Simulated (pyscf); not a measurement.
## Four-centre exchange: `[NH2][SiH2][F]` + `[SiH4]` → `[NH2][SiH]([F])[SiH3]` + `[H][H]`

Gas phase, singlet surface, charge 0. Bonds broken: Si2–H6, Si8–H9. Bonds formed: Si2–Si8, H6–H9. Structures and frequencies: ωB97X-D3(BJ)/def2-SVP in PySCF.

Transition state (Å):

```xyz
12

N     -1.7870    -1.2657     0.8298
Si    -0.7406    -0.2095    -0.0119
F      0.7899    -0.7709     0.1277
H     -2.7391    -1.4272     0.5239
H     -1.6457    -1.5068     1.8041
H     -0.0810     1.2998     0.8648
H     -1.1298    -0.1162    -1.4384
Si    -1.4363     2.1011     0.7251
H      0.1430     2.3435     1.4050
H     -1.1320     3.2068    -0.2282
H     -2.6349     1.4172     0.0057
H     -1.9927     2.2455     2.1021
```

One imaginary mode, 1730i cm⁻¹; descent along it reached the two sides named.

```tsv
bond	change	reactant side (Å)	saddle	product side
Si2–H6	breaks	1.484	1.866	3.3
Si8–H9	breaks	1.489	1.736	3.5
Si2–Si8	forms	3.9	2.523	2.330
H6–H9	forms	3.1	1.196	0.761
```

Electronic energies relative to the separated reactants (kcal/mol):

```tsv
level	barrier	reaction energy	reverse barrier
ωB97X-D3(BJ)/def2-TZVP	75.9	+3.8	72.1
PBE/def2-TZVP	68.2	+4.7	63.4
r²SCAN/def2-TZVP	71.8	+5.9	65.9
B3LYP-D3(BJ)/def2-TZVP	76.7	+6.8	69.9
PBE0-D3(BJ)/def2-TZVP	70.9	+5.1	65.9
M06-2X/def2-TZVP	80.1	+7.2	72.9
ωB97M-D3(BJ)/def2-TZVP	78.5	+8.6	69.9
HF/def2-TZVP	103.0	+15.0	88.0
```

With ωB97M-D3(BJ)/def2-TZVP energies and thermal terms (ideal gas, 1 atm, RRHO with modes under 100 cm⁻¹ raised to 100, one conformer, R ln 2 for chiral ones without a mode under 150 cm⁻¹), in kcal/mol:

```tsv
T (K)	ΔH‡	ΔG‡	ΔH	ΔG
298	77.4	86.7	+7.0	+8.0
600	78.0	95.8	+8.6	+8.3
900	78.9	104.5	+9.7	+7.8
1200	79.7	112.9	+10.3	+7.1
```

At the saddle there is also a short H–Si contact that neither side keeps. The same reactants have a lower exit, to H₂N–SiH₃ + F–SiH₃ (barrier +26.4 kcal/mol at ωB97M-D3(BJ)/def2-TZVP, against +78.5 kcal/mol here). H₂N–SiH(F)–SiH₃ lies 15.4 kcal/mol over its isomer F–SiH₂–NH–SiH₃ (electronic energy, ωB97M-D3(BJ)/def2-TZVP). This is the saddle that the search found; another between the same sides may lie lower.
